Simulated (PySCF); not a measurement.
# Isomers of C4H9Cl: computed energies against enthalpies of formation

**Measured values to compare with.**

From CRC Handbook of Chemistry and Physics, for the gas at 298.15 K: enthalpy of formation of `CC(C)(C)Cl` -182.2 kJ/mol; enthalpy of formation of `CCCCCl` -154.4 kJ/mol.

How close the calculation comes is told at the end.

Differences of these values give the isomerisation enthalpies. Geometries: GFN2-xTB; runs in PySCF, gas phase, with a dispersion term only where the level names one. Total electronic energies (Eh):

```
    SMILES  PBE0/pcSseg-1
CC(C)(C)Cl     -617.67052
    CCCCCl     -617.66197
```

Geometry of `CC(C)(C)Cl` (Å):
```
atom  x, y, z in Å
C1    -0.9796   -1.0777   -0.0578
C2     0.0213    0.0003    0.3319
C3    -0.4532    1.3818   -0.0947
C4     1.4099   -0.3051   -0.2107
Cl5    0.1364    0.0041    2.1404
H6    -1.0771   -1.1108   -1.1412
H7    -1.9554   -0.8686    0.3739
H8    -0.6492   -2.0525    0.2926
H9    -1.4305    1.5984    0.3300
H10   -0.5263    1.4247   -1.1796
H11    0.2448    2.1457    0.2386
H12    1.3845   -0.3104   -1.2989
H13    1.7509   -1.2778    0.1356
H14    2.1228    0.4475    0.1177
```

Geometry of `CCCCCl` (Å):
```
atom  x, y, z in Å
C1    -1.9544   -0.0879   -0.2720
C2    -0.4804   -0.0564   -0.6570
C3     0.4182    0.0465    0.5753
C4     1.8843    0.0817    0.1796
Cl5    2.9249    0.1998    1.6256
H6    -2.1653   -0.9436    0.3649
H7    -2.5774   -0.1579   -1.1601
H8    -2.2259    0.8160    0.2683
H9    -0.2290   -0.9625   -1.2128
H10   -0.2946    0.7976   -1.3121
H11    0.2404   -0.8086    1.2304
H12    0.1730    0.9529    1.1325
H13    2.1082    0.9504   -0.4402
H14    2.1775   -0.8283   -0.3446
```

Zero-point and thermal terms are left out, so the computed numbers are electronic energies.

## Comparison

Relative to `CC(C)(C)Cl`, the lowest by measurement, in kJ/mol (measured: enthalpies at 298.15 K; computed: electronic energies):

```
    SMILES  measured  PBE0/pcSseg-1
CC(C)(C)Cl       0.0            0.0
    CCCCCl      27.8           22.5
```

Measured values: -182.2 kJ/mol (298.15 K; CRC Handbook of Chemistry and Physics) for the first row; the others come from the same table. Unsigned miss: PBE0/pcSseg-1 5.3 kJ/mol. One conformer stands for `CCCCCl`, not necessarily the lowest, while the measurement averages over conformers. Where a level misses, the cause wasn't examined.
